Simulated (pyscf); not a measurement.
Elementary routes open to `[OH][SiH2][OH]` + `[FH]` in the gas phase (singlet surface):
A. `[OH][SiH]([OH])[F]` + `[H][H]` (H–Si, F–H broken; F–Si, H–H formed)
B. `[OH2]` + `[OH][SiH2][F]` (O–Si, F–H broken; H–O, F–Si formed)

PySCF, gas phase, ωB97X-D3(BJ)/def2-SVP geometries.

Problem. Rank the routes by free-energy barrier at 1200 K, lowest first, for ωB97M-D3(BJ)/def2-TZVP energies (ideal gas, 1 atm, RRHO with modes under 100 cm⁻¹ raised to 100, one conformer, R ln 2 for chiral ones without a mode under 150 cm⁻¹).

Solution. B (56.7 kcal/mol), A (63.6 kcal/mol)

Route B is the fastest of these, ahead of the next by 6.9 kcal/mol. The most stable products are those of A (ΔG = -35.9 kcal/mol), whose barrier is 6.9 kcal/mol higher: the kinetic and the thermodynamic product differ. At 298 K B is still the fastest. B: On the reactant side the descent ends in a bound adduct, 9.5 kcal/mol under the separated species and 22.5 kcal/mol under the saddle at ωB97X-D3(BJ)/def2-TZVP. On the product side the descent ends in a complex (not fully relaxed), 4.2 kcal/mol under the separated species and 27.2 kcal/mol under the saddle at ωB97X-D3(BJ)/def2-TZVP. Only these routes are compared; each barrier is that of the saddle found, and lower ones may exist.
